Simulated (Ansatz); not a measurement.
# AlNH₅+: single points off equilibrium

Aim: energy, forces and dipole at a structure displaced at random from a GFN2-xTB minimum, from CCSD(T) and from density functionals.

Computed with Ansatz 0.2.0, Gaussian basis. Level: single points in def2-TZVPP.

Correlated methods freeze the cores. B3LYP uses VWN-RPA correlation.

## 1. Starting geometry

SMILES `[NH3+][AlH2]`, 7 atoms, charge 1, spin multiplicity 1.

Atoms are counted from 1 here; the program's logs count them from 0.

Bond lengths: N1–Al2 1.969 Å, N1–H3 0.970 Å, N1–H4 1.008 Å, N1–H5 0.971 Å, Al2–H6 1.475 Å, Al2–H7 1.508 Å. Angles: Al2–N1–H3 110.0°, Al2–N1–H4 112.5°, Al2–N1–H5 112.7°, H3–N1–H4 106.9°, H3–N1–H5 108.7°, H4–N1–H5 105.7°, N1–Al2–H6 114.6°, N1–Al2–H7 112.3°, H6–Al2–H7 133.1°.

Geometry (Å):

```xyz
7
AlH5N
N    -0.26100   -0.79760   -0.19430
Al    0.32220    1.02730    0.26180
H     0.41000   -1.23350   -0.74320
H    -1.12100   -0.80820   -0.72030
H    -0.42680   -1.34570    0.59010
H    -0.64070    1.79510    1.07380
H     1.68480    1.34890   -0.29890
```

## 2. CCSD(T)/def2-TZVPP

The input, run/in.yaml:

```yaml
crystal:
  periodic: [false, false, false]
  atoms:
    - {symbol: N, position_ang: [-0.261000, -0.797600, -0.194300]}
    - {symbol: Al, position_ang: [0.322200, 1.027300, 0.261800]}
    - {symbol: H, position_ang: [0.410000, -1.233500, -0.743200]}
    - {symbol: H, position_ang: [-1.121000, -0.808200, -0.720300]}
    - {symbol: H, position_ang: [-0.426800, -1.345700, 0.590100]}
    - {symbol: H, position_ang: [-0.640700, 1.795100, 1.073800]}
    - {symbol: H, position_ang: [1.684800, 1.348900, -0.298900]}
basis:
  gaussian: {orbitals: def2-TZVPP}
total_charge: 1
correlation: {method: ccsd_t}
output: {forces: true}
```

No record of the launch command was kept for these runs.

## 3. PBE0-D4/def2-TZVPP

Edit run/in.yaml of step 2 so:

```diff
@@ -13,3 +13,3 @@
 total_charge: 1
-correlation: {method: ccsd_t}
-output: {forces: true}
+hamiltonian: {xc: pbe0, dispersion: d4}
+output: {forces: true, orbitals: {seedname: orbitals}}
```

## 4. wB97M-V/def2-TZVPP

Edit run/in.yaml of step 3 so:

```diff
@@ -13,3 +13,3 @@
 total_charge: 1
-hamiltonian: {xc: pbe0, dispersion: d4}
-output: {forces: true, orbitals: {seedname: orbitals}}
+hamiltonian: {xc: {name: wB97M-V}}
+output: {forces: true}
```

## 5. r2SCAN-D4/def2-TZVPP

Edit run/in.yaml of step 4 so:

```diff
@@ -13,3 +13,3 @@
 total_charge: 1
-hamiltonian: {xc: {name: wB97M-V}}
+hamiltonian: {xc: r2scan, dispersion: d4}
 output: {forces: true}
```

## 6. PBE-D4/def2-TZVPP

Edit run/in.yaml of step 5 so:

```diff
@@ -13,3 +13,3 @@
 total_charge: 1
-hamiltonian: {xc: r2scan, dispersion: d4}
+hamiltonian: {xc: pbe, dispersion: d4}
 output: {forces: true}
```

## 7. B3LYP-D4/def2-TZVPP

Edit run/in.yaml of step 6 so:

```diff
@@ -13,3 +13,3 @@
 total_charge: 1
-hamiltonian: {xc: pbe, dispersion: d4}
+hamiltonian: {xc: {name: B3LYP}, dispersion: d4}
 output: {forces: true}
```

## 8. LC-wPBE/def2-TZVPP

Edit run/in.yaml of step 7 so:

```diff
@@ -13,3 +13,3 @@
 total_charge: 1
-hamiltonian: {xc: {name: B3LYP}, dispersion: d4}
+hamiltonian: {xc: {name: LC-wPBE}}
 output: {forces: true}
```

(Steps that only read results are left out.)

Before running it: what results should come out? Wanted: energy less free atoms, CCSD(T)/def2-TZVPP; RMS force component; RMS force error; HOMO and LUMO, PBE0-D4; T1 diagnostic.

The runs gave:

| quantity | value |
| --- | --- |
| energy less free atoms, CCSD(T)/def2-TZVPP | -13.340 eV |
| RMS force component | 1.013 to 1.153 eV/Å over the methods |
| RMS force error | PBE0-D4 0.036, wB97M-V 0.047, r2SCAN-D4 0.029, PBE-D4 0.144, B3LYP-D4 0.024, LC-wPBE 0.030 eV/Å |
| HOMO and LUMO, PBE0-D4 | -14.16 and -6.69 eV |
| T1 diagnostic | 0.007 |

Against CCSD(T) the functionals' energies less atoms differ by -0.612 to -0.123 eV, PBE-D4 by -0.275 eV. A larger basis would deepen the CCSD(T) value, while the functionals are nearly converged already, so the order here is not reliable. The forces of B3LYP-D4 come nearest to CCSD(T), those of PBE-D4 are farthest. Frozen-core CCSD(T) forces in triple zeta carry basis errors of their own, and this is one geometry, so small gaps rank nothing.
